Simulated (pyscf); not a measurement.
Single points on ωB97X-D3(BJ)/def2-SVP structures (PySCF, gas phase).

**Question.** For the elementary gas-phase step H₂N–AlH₂ + H₂O -> H₂N–AlH–OH + H₂ (singlet surface; Al–H, H–O broken, Al–O, H–H formed), what barrier and reaction energy does ωB97M-D3(BJ)/def2-TZVP give, measured from the separated reactants?

**Answer.** ΔE‡ = -7.2 kJ/mol, ΔE = -117.6 kJ/mol. Zero-point energy shifts the barrier by -0.3 kJ/mol. It is a four-centre exchange, with an imaginary mode of 1258i cm⁻¹. On the reactant side the descent ends in an adduct with a Al–O contact, 72.4 kJ/mol under the separated species and 61.9 kJ/mol under the saddle at ωB97X-D3(BJ)/def2-TZVP. At ωB97M-D3(BJ) the saddle lies under the separated reactants, which points to a path from their complex (located at ωB97X-D3(BJ) alone). What is counted as formed (Al–O) is already present as a longer contact in the reactant adduct; forming that adduct is a step of its own. At the saddle there is also a short Al–H contact that neither side keeps. This is the saddle that the search found; another between the same sides may lie lower.
